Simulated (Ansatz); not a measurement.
Results of revPBE in Ansatz (plane waves, PAW) for fluorite CeO₂.

Run with plane-wave cutoff 520 eV, 12×12×12 k mesh, Fermi–Dirac smearing 0.01 eV, no spin polarisation, scalar-relativistic PAW data made under PBE.

Pressure at four volumes; x = ln(V/13.821 Å³). One pressure is withheld.

| V (Å³/atom) | x | P (GPa) |
|---|---|---|
| 12.992 | -0.0619 | 11.65 |
| 13.821 | 0.0000 | 0.00 |
| 14.374 | 0.0392 | -5.89 |
| 14.650 | 0.0583 | ? |

Task: Pass a parabola P(x) through the three rows shown, estimate the bulk modulus and its pressure derivative near zero pressure, and predict the withheld pressure.

Result: Slopes between the rows: (0.00 − (11.65))/(0.0000 − (-0.0619)) = -188.21 and (-5.89 − (0.00))/(0.0392 − (0.0000)) = -150.26 GPa. Their difference over the span 0.1011 is c = 37.95/0.1011 = 375.4 GPa, so P(x) = 11.65 + (-188.21)(x − (-0.0619)) + 375.4 (x − (-0.0619))(x − (0.0000)). At the middle row B = −dP/dx = −[-188.21 + 375.4 × 0.0619] = 165.0 GPa, and B′ = dB/dP = 2c/B = 4.6. At x = 0.0583 the parabola gives -8.34 GPa; the run gives -8.38 GPa. The Birch–Murnaghan fit to the energies at all volumes has B0 = 164 GPa and B′ = 4.5.

Measured, for comparison: bulk modulus 220 ± 9 GPa (room temperature, not corrected to a static lattice, our sources range from 220 to 230; as tabulated in High Pressure Brillouin Spectroscopy and X-ray Diffraction of Cerium Dioxide …). Computed (rounded) less measured: bulk modulus -25 % (-25 % to -29 % over the range).

Spin–orbit coupling is not included.

Ansatz is a first-principles code.
